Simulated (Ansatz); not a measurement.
The cluster Al3⁻. Total charge -1; singlet. Geometry r2SCAN-D4/def2-TZVPD; atoms count from 1.

Cartesian coordinates in Å:
```
Al 0.477 -0.607 -1.216
Al 0.047 -0.734 1.240
Al -0.525 1.340 -0.024
```

The restricted singlet is unstable: a solution with broken spin symmetry lies lower. The structure comes from a short search, and lower isomers may exist.

(1) Estimate the Mulliken populations from the PBE0/def2-TZVPD orbitals of Ansatz.

(2) And the Mayer bond orders between heavy atoms (over 0.3)?

## Answers

(1) 
```
atom  charge (e)
 Al1       -0.33
 Al2       -0.33
 Al3       -0.33
```
Mulliken values depend strongly on the basis. With diffuse functions, as here, like atoms can get unlike values, and bond orders can come out too low or too high.

(2) Al1–Al2 1.18 (2.50 Å); Al1–Al3 1.18 (2.49 Å); Al2–Al3 1.18 (2.50 Å).
